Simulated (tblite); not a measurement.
Isomers of C5H13P. Computed with GFN2-xTB (tblite): harmonic, unscaled wavenumbers at the GFN2-xTB geometry, gas phase. The method is semi-empirical: single wavenumbers can be off by several per cent or more. Modes of hydrogen on phosphorus can be 10 to 20 % off. One conformer each.

Electronic energies: GFN2-xTB at the same geometries; isomer energies are rough at this level and their order can be wrong.

```tsv
SMILES	electronic energy, lowest = 0 (kcal/mol)
CCCPCC	2.9
CPCC(C)C	0.0
CC[C@@H](C)PC	2.1
```

How do GFN2-xTB zero-point energies change the relative energies?

```json
{"SMILES": "CPCC(C)C", "ZPE (kcal/mol)": "104.6", "of it from modes above 1550 cm⁻¹": "54.6", "electronic (kcal/mol)": "0.0", "with ZPE, lowest = 0 (kcal/mol)": "0.0", "lowest mode (cm⁻¹)": "59", "rings": "0"}
{"SMILES": "CC[C@@H](C)PC", "ZPE (kcal/mol)": "104.7", "of it from modes above 1550 cm⁻¹": "54.6", "electronic (kcal/mol)": "2.1", "with ZPE, lowest = 0 (kcal/mol)": "2.2", "lowest mode (cm⁻¹)": "58", "rings": "0"}
{"SMILES": "CCCPCC", "ZPE (kcal/mol)": "104.8", "of it from modes above 1550 cm⁻¹": "54.4", "electronic (kcal/mol)": "2.9", "with ZPE, lowest = 0 (kcal/mol)": "3.1", "lowest mode (cm⁻¹)": "56", "rings": "0"}
```

The zero-point energies span 0.2 kcal/mol, from `CPCC(C)C` to `CCCPCC`. The order is unchanged.

What do entropy and thermal enthalpy add at 298.15 K and 1 bar (rigid rotor, harmonic oscillator, one conformer each)?

| SMILES | point group | symmetry number | S (cal/(mol K)) | H − H(0) (kcal/mol) | ZPE + H − H(0) − TS (kcal/mol) |
| --- | --- | --- | --- | --- | --- |
| CPCC(C)C | C1 | 1 | 91.9 | 6.25 | 83.4 |
| CC[C@@H](C)PC | C1 | 1 | 91.6 | 6.26 | 83.6 |
| CCCPCC | C1 | 1 | 94.0 | 6.36 | 83.1 |
